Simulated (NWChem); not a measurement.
## Atomisation of AlF₃

SMILES: [F][Al]([F])[F]
```xyz
4

Al     0.0000     0.0000     0.0000
F      0.0000     0.0000     1.6457
F      1.4252     0.0000    -0.8228
F     -1.4252     0.0000    -0.8228
```
Charge 0, spin multiplicity 1.

Everything below was run with NWChem. Structure: optimised with B3LYP/def2-SVP, a minimum by its harmonic frequencies.

Basis set: def2-TZVP. The atomisation energy is electronic alone: no zero-point, thermal, spin-orbit or counterpoise terms. No value is extrapolated to the basis-set limit. Free atoms are single determinants with multiplicities Al 2, F 2. Correlated methods freeze the same cores in atoms and molecule, 8 orbitals in all.

```
method                        atomisation energy (kcal/mol)  relative cost
----------------------------  -----------------------------  -------------
PBE0                                                  410.5              1
LDA (SVWN5)                                           479.6        under 3
HF                                                    317.9        under 3
B3LYP                                                 414.2        under 3
TPSS                                                  416.5        under 3
PBE                                                   425.3        under 3
M06-2X                                                422.9        under 3
MP2                                                   441.4              3
LC-wPBE (omega 0.3 per bohr)                          424.6             10
```

The values span 161.7 kcal/mol, from HF (lowest) to LDA (SVWN5) (highest). Costs are rough ratios of processor time within this set of runs, SCF included, with PBE0 as 1. Costs are the molecule's.

B3LYP has NWChem's definition, with VWN1-RPA local correlation. GW and range-separated runs recompute their integrals, the others keep them in memory, which bears on the times. The structure started from a generated list of species. No SCF solution was tested for a lower state. Open-shell Hartree-Fock references start from PBE0 orbitals; any time given for them includes that run.
